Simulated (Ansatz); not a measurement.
Start from `CNCO` and change one atom or group to get `CN(C)CO`.

Ansatz, PBE0-D4/def2-TZVP geometries, multiplicity 1. Each molecule was computed in one conformer, which needn't be the lowest.

| property | `CNCO` |
| --- | --- |
| size of the dipole moment (PBE/def2-TZVPP) / D | 1.55 |
| ideal-gas entropy at 298 K and 1 bar (rigid rotor, harmonic PBE0-D4/def2-TZVP) / J/(mol·K) | 298 |
| LUMO energy (ωB97M-V/def2-TZVPP) / eV | 2.64 |
| HOMO energy (PBE0/def2-TZVPP) / eV | -6.78 |
| size of the dipole moment (B3LYP/def2-TZVPP) / D | 1.64 |
| HOMO–LUMO gap (ωB97M-V/def2-TZVPP) / eV | 11.80 |

Task: What does the change do to each property? (Estimate.)

Result: Computed: 
| property | `CN(C)CO` | shift |
| --- | --- | --- |
| size of the dipole moment (PBE/def2-TZVPP) / D | 1.49 | -0.06 |
| ideal-gas entropy at 298 K and 1 bar (rigid rotor, harmonic PBE0-D4/def2-TZVP) / J/(mol·K) | 322 | 24 |
| LUMO energy (ωB97M-V/def2-TZVPP) / eV | 2.66 | 0.02 |
| HOMO energy (PBE0/def2-TZVPP) / eV | -6.50 | 0.28 |
| size of the dipole moment (B3LYP/def2-TZVPP) / D | 1.56 | -0.08 |
| HOMO–LUMO gap (ωB97M-V/def2-TZVPP) / eV | 11.50 | -0.30 |

The zero-point energy changes by 72.8 kJ/mol with +9 modes. Dipoles are sizes alone; their direction can turn.

B3LYP here is the variant with VWN-RPA as its local correlation; programs differ in this.
